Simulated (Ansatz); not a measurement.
# SiO+ (quartet): wave-function methods side by side, cc-pVDZ

One table from this session's results is given with a row withheld; the runs are named, their logs left out.

Computed with Ansatz 0.2.0, Gaussian basis. Level: cc-pVDZ, core rule «outside noble gas», up to 6 orbitals frozen.

The runs, in order: UHF; CCSD(T) on ROHF; CCSD(T) on UHF; BCCD(T) on ROHF; CISD; CCSDT(Q) on ROHF; CCSDT(Q) on UHF; CASSCF and MRCISD+Q, 9 electrons in 8 orbitals; CASSCF and NEVPT2, 9 electrons in 8 orbitals.

19 further runs of the same task are left out: 8 that didn't finish, 11 set aside as unsound or not needed.

## What is computed

The geometry is a PBE0/def2-TZVP stationary point (not a proven minimum) of the parent state, kept for this charge and spin.

2 atoms, charge 1, spin multiplicity 4.

Atoms are counted from 1 here; the program's logs count them from 0.

Bond lengths: Si1–O2 1.724 Å.

The first run:

in.yaml reads:

```yaml
crystal:
  periodic: [false, false, false]
  atoms:
    - {symbol: Si, position_ang: [0.000000, 0.000000, 0.000000]}
    - {symbol: O, position_ang: [0.000000, 0.000000, 1.723500]}
basis:
  gaussian: {orbitals: cc-pVDZ}
total_charge: 1
magnetization: {spin_polarized: true, initial_magnetization: 3}
hamiltonian: {xc: hf}
output: {orbitals: {seedname: orbitals}}
```

Command:

```sh
> ansatz run in.yaml --threads 1 --pin off --events-out ev --progress --plain --max-ram 2393MiB
```

Among the steps run: UHF; CCSD(T) on ROHF; CCSD(T) on UHF; BCCD(T) on ROHF; CISD; CCSDT(Q) on ROHF; CCSDT(Q) on UHF; CASSCF and MRCISD+Q, 9 electrons in 8 orbitals; CASSCF and NEVPT2, 9 electrons in 8 orbitals.

One table of the session follows, with a row left open; its other results are not shown here.

```
          method  from RCCSDT(Q) (kJ/mol)
            ROHF                   +584.1
             UHF                   +557.3
            RMP2                   +100.9
            UMP2                   +104.8
            CISD                    +66.4
           RCCSD                    +43.8
           UCCSD                    +41.9
        RCCSD(T)                        ?
        UCCSD(T)                    +24.7
         BCCD(T)                    +25.2
          RCCSDT                     +8.3
          UCCSDT                     +8.5
       RCCSDT(Q)                        0
       UCCSDT(Q)                     +0.2
  CASSCF valence                   +400.0
  NEVPT2 valence                    +97.9
  MRCISD valence                    +44.3
MRCISD+Q valence                    +27.1
```

Estimate the missing values for RCCSD(T).

As computed: from RCCSDT(Q) (kJ/mol): +23.9. In the column «from RCCSDT(Q) (kJ/mol)» it lies between UCCSDT (+8.5) and UCCSD(T) (+24.7).

The program flags RCCSDT(Q), UCCSDT(Q) as in doubt (see the logs), so the zero of the table is itself unsure.

Limits of these values: The report flags that the cluster equations may have other roots. The program flags RCCSDT(Q), UCCSDT(Q) as in doubt, so the zero of the table is itself unsure. Restricted and unrestricted rows rest on different reference determinants; where their highest levels disagree by more than a few hundredths of an eV, they describe different states and don't form one ladder.
